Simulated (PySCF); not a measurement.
Cartesian coordinates in Å; atom numbers follow the order of the lines, from 1:
```xyz
11

F     1.3119   -0.7173    1.1041
C     1.1735   -0.2595   -0.1860
C    -0.0352    0.6411   -0.2801
C    -1.3307   -0.0512    0.0865
Cl   -1.7591   -1.3325   -1.0914
H     1.0593   -1.1303   -0.8526
H     2.0906    0.2850   -0.4664
H    -0.1010    1.0531   -1.3000
H     0.0995    1.4941    0.4068
H    -1.2453   -0.5355    1.0681
H    -2.1714    0.6540    0.1081
```

Geometry: PBE0-D3(BJ)/def2-SVP; GIAO absolute shieldings from PySCF, gas phase, non-relativistic, averaged over equivalent atoms.

At PBE0/pcSseg-1 (122 basis functions, 8.5 s wall time on 1 thread of an Arm Neoverse V1, shared host):
```json
{"atoms": "F1", "σ (ppm)": "427.6"}
{"atoms": "C2", "σ (ppm)": "106.0"}
{"atoms": "C4", "σ (ppm)": "139.1"}
{"atoms": "C3", "σ (ppm)": "148.5"}
{"atoms": "Cl5", "σ (ppm)": "882.8"}
{"atoms": "H6/H7", "σ (ppm)": "26.65"}
{"atoms": "H10/H11", "σ (ppm)": "27.66"}
{"atoms": "H8/H9", "σ (ppm)": "29.60"}
```

Q: Estimate the result of repeating the calculation with PBE/pcSseg-2.

A: 
```
  atoms  σ at PBE/pcSseg-2  change
     F1              413.0   -14.6
     C2               95.2   -10.8
     C4              131.4    -7.7
     C3              139.8    -8.7
    Cl5              846.6   -36.2
  H6/H7              26.42   -0.23
H10/H11              27.37   -0.29
  H8/H9              29.29   -0.31
```

The largest change is at Cl5 (chlorine bonded to C). Cost: 271 basis functions, 40 s wall time on 1 thread of an Arm Neoverse V1, shared host. The order of the carbon signals is the same at both levels.

Carbons that carry Cl, above all several Cl atoms, come out too deshielded, partly because spin–orbit coupling is missing.
